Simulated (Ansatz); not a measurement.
A structure relaxed at PBE0-D4/def2-TZVP, charge 0, multiplicity 1:

```json
{"atom": "C1", "x (Å)": "0.003", "y (Å)": "0.394", "z (Å)": "1.867"}
{"atom": "N2", "x (Å)": "0.365", "y (Å)": "0.491", "z (Å)": "0.484"}
{"atom": "C3", "x (Å)": "-0.115", "y (Å)": "-0.209", "z (Å)": "-0.422"}
{"atom": "C4", "x (Å)": "0.263", "y (Å)": "-0.110", "z (Å)": "-1.856"}
{"atom": "Cl5", "x (Å)": "-1.356", "y (Å)": "-1.473", "z (Å)": "-0.153"}
{"atom": "H6", "x (Å)": "0.903", "y (Å)": "0.181", "z (Å)": "2.450"}
{"atom": "H7", "x (Å)": "-0.367", "y (Å)": "1.367", "z (Å)": "2.200"}
{"atom": "H8", "x (Å)": "-0.752", "y (Å)": "-0.370", "z (Å)": "2.073"}
{"atom": "H9", "x (Å)": "-0.615", "y (Å)": "0.128", "z (Å)": "-2.460"}
{"atom": "H10", "x (Å)": "0.654", "y (Å)": "-1.066", "z (Å)": "-2.209"}
{"atom": "H11", "x (Å)": "1.017", "y (Å)": "0.667", "z (Å)": "-1.974"}
```

(1) Give its formula and SMILES.

(2) Point group (tolerance 0.08 Å, 0.16 Å for H)?

(3) Summarise the bond lengths by kind.

## Answers

(1) C3H6ClN, `C/N=C(/C)Cl`.

(2) Cs.

(3) 2 × C–N 1.242 to 1.433 Å; 6 × C–H 1.089 to 1.094 Å; 1 × C–C 1.486 Å; 1 × C–Cl 1.791 Å.

All numbers were calculated with Ansatz.
